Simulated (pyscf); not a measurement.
HS–GaH₂ + hydrogen (H₂) → HS–GaH₂ + hydrogen (H₂) (four-centre exchange; singlet surface; Ga–H, H–H broken, Ga–H, H–H formed). Structures and frequencies: ωB97X-D3(BJ)/def2-SVP in PySCF. Energies in kJ/mol from the separated reactants.

```tsv
level	barrier	reaction energy
ωB97X-D3(BJ)/def2-TZVP	146.2	0.0
PBE/def2-TZVP	124.5	0.0
r²SCAN/def2-TZVP	___	0.0
B3LYP-D3(BJ)/def2-TZVP	145.5	0.0
PBE0-D3(BJ)/def2-TZVP	___	0.0
M06-2X/def2-TZVP	149.3	0.0
```

Problem. Fill in the missing entries.

Solution. 
- r²SCAN/def2-TZVP, barrier: 127.2
- PBE0-D3(BJ)/def2-TZVP, barrier: 129.0

The functionals in the table span 24.8 kJ/mol in this barrier, from PBE to M06-2X. At the saddle there is also a short Ga–H contact that neither side keeps. The same reactants have a lower exit, to H₂S + GaH₃ (barrier +117.1 kJ/mol at ωB97M-D3(BJ)/def2-TZVP, against +147.2 kJ/mol here). This is the saddle that the search found; another between the same sides may lie lower. Elements up to Kr have no core potential and no relativistic terms here.
